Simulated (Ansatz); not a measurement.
The input, for Ansatz 0.2.0:

```yaml
crystal:
  periodic: [false, false, false]
  atoms:
    - {symbol: P, position_ang: [0.000000, 0.045924, 1.676701]}
    - {symbol: Ga, position_ang: [0.000000, -0.040559, -0.723678]}
    - {symbol: H, position_ang: [0.000000, 1.394401, -1.465093]}
basis:
  gaussian: {orbitals: 6-31G}
magnetization: {spin_polarized: false, initial_magnetization: 3}
correlation: {method: ccsdt_q_b, electrons: outside_noble_gas}
```

```sh
$ ansatz run in.yaml --threads 1 --pin off --events-out ev --progress --plain --max-ram 2393MiB
```

Output:

```
754 factors; integrals over basis functions are off by at most 7.2e-8 eV
mean field evaluation 1: about -61610.0075 eV, gradient 6.8e0 eV
mean field evaluation 2: about -61610.0355 eV, gradient 6.8e0 eV
mean field evaluation 4: about -61610.6659 eV, gradient 1.3e0 eV
mean field evaluation 8: about -61610.6961 eV, gradient 1.8e-1 eV
mean field evaluation 16: about -61610.5487 eV, gradient 3.0e0 eV
mean field evaluation 32: about -61608.9486 eV, gradient 5.3e-2 eV
mean field evaluation 64: about -61608.8311 eV, gradient 1.7e0 eV
mean field evaluation 96: about -61608.4798 eV, gradient 2.7e-1 eV
mean field -61610.69783096 eV, -2264.1513840569 hartree, gradient 2.3e-6 eV, S^2 3.750000; 2 other end points of the search recorded, 0 dependent functions left out
determinant -61610.69783096 eV, -2264.1513840569 hartree, with singles and doubles -61612.62873252 eV, -2264.2223433803 hartree
determinant -61608.94865746 eV, -2264.0871031165 hartree, with singles and doubles -61611.11742975 eV, -2264.1668040278 hartree
determinant -61608.53434639 eV, -2264.0718774655 hartree, with singles and doubles -61610.84649322 eV, -2264.1568472941 hartree
19 core orbitals not correlated: weight in the atoms' cores, before any rotation towards them, 0.996 or more for the frozen orbitals, at most 0.003 for the correlated occupied ones
reference -61610.69783096 eV, -2264.1513840569 hartree; 6, 3 occupied and 19, 22 virtual orbitals, 754 factors
second order -1.36279934 eV of doubles, -0.04666064 eV of singles
cycle   1  -1.73711966 eV  change   -3.3e-1 eV  update   6.7e-2
cycle   2  -1.94263140 eV  change   -2.1e-1 eV  update   3.3e-2
cycle   3  -1.99052386 eV  change   -4.8e-2 eV  update   1.7e-2
cycle   4  -1.99890729 eV  change   -8.4e-3 eV  update   8.3e-3
cycle   5  -1.99915800 eV  change   -2.5e-4 eV  update   4.2e-3
cycle   6  -1.99925770 eV  change   -1.0e-4 eV  update   2.5e-3
cycle   7  -1.99959030 eV  change   -3.3e-4 eV  update   1.4e-3
cycle   8  -2.00010683 eV  change   -5.2e-4 eV  update   7.0e-4
cycle   9  -2.00008418 eV  change    2.3e-5 eV  update   3.5e-4
cycle  10  -1.99992988 eV  change    1.5e-4 eV  update   1.6e-4
cycle  11  -1.99996321 eV  change   -3.3e-5 eV  update   8.6e-5
cycle  12  -1.99996190 eV  change    1.3e-6 eV  update   4.3e-5
cycle  13  -1.99998790 eV  change   -2.6e-5 eV  update   2.2e-5
cycle  14  -1.99998160 eV  change    6.3e-6 eV  update   1.0e-5
cycle  15  -1.99997193 eV  change    9.7e-6 eV  update   5.2e-6
cycle  16  -1.99997044 eV  change    1.5e-6 eV  update   2.0e-6
cycle  17  -1.99997089 eV  change   -4.4e-7 eV  update   1.1e-6
cycle  18  -1.99997163 eV  change   -7.4e-7 eV  update   6.7e-7
perturbative correction -0.00112562 eV, -0.0000413657 hartree
Total energy: -61612.69892821 eV, -2264.2249230244 hartree
```

Ran on 1 thread of Arm Neoverse V2, shared host: 5 s wall, 0.15 GiB peak host memory.
